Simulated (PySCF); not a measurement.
Compound: SiEtH3, C2H8Si.
InChI=1S/C2H8Si/c1-2-3/h2H2,1,3H3

The closed-shell ground state was solved at several levels (PySCF, density fitting, gas phase, non-relativistic). Isolated species at its PBE0-D3(BJ)/def2-SVP geometry, gas phase.

```tsv
level	basis functions	HOMO (eV)	LUMO (eV)	gap (eV)	dipole (D)
wB97X-D/def2-SVPD	128	-10.40	2.09	12.49	0.86
PBE0/pcSseg-1	98	-8.57	0.92	9.49	0.84
```

What might B3LYP/pcSseg-1 (98 basis functions) give for the same quantities?

HOMO -8.36 eV, LUMO 0.67 eV, gap 9.03 eV, dipole 0.82 D.

Over all these levels, which gives the widest orbital gap and which the narrowest?

wB97X-D/def2-SVPD (range-separated hybrid) has the widest, 12.49 eV, and B3LYP/pcSseg-1 (global hybrid, 20 % exact exchange) the narrowest, 9.03 eV. Functional and basis both differ between the two, so the spread mixes both effects.

How far do the dipole and the HOMO energy spread over the levels?

The dipole runs from 0.82 to 0.86 D (mean 0.84 D) and the HOMO from -10.40 to -8.36 eV.
